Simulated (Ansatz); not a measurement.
Fluorite CdF2 was calculated with PBE in Ansatz (PAW).

Settings: plane-wave cutoff 520 eV, 12×12×12 k mesh, Fermi–Dirac smearing 0.01 eV, scalar-relativistic PAW data made under PBE.

The volume scan:

```tsv
V (Å³/atom)	E − E_lowest (meV/atom)	P (GPa)
12.899	16.28	6.72
13.174	6.95	4.22
13.448	1.68	1.99
13.723	0.00	0.01
13.997	1.53	-1.76
14.272	5.92	-3.33
14.546	12.85	-4.73
```

**Question.** Estimate the bulk modulus from the pressures at 13.448 and 13.997 Å³/atom, and compare it with a fit to all energies.

**Answer.** B = −V dP/dV. Between V = 13.448 and 13.997 Å³/atom, dP/dV = (-1.76 − (1.99))/(13.997 − 13.448) = -6.83 GPa per Å³/atom; at the midpoint 13.723 Å³/atom this gives B ≈ 93.7 GPa. The third-order Birch–Murnaghan fit gives V0 = 13.724 Å³/atom, B0 = 93.5 GPa, B′ = 4.8, which lies within 1 % of that estimate.

Computing time: very roughly 30 core-seconds.

Ansatz is a quantum-chemistry and plane-wave program.
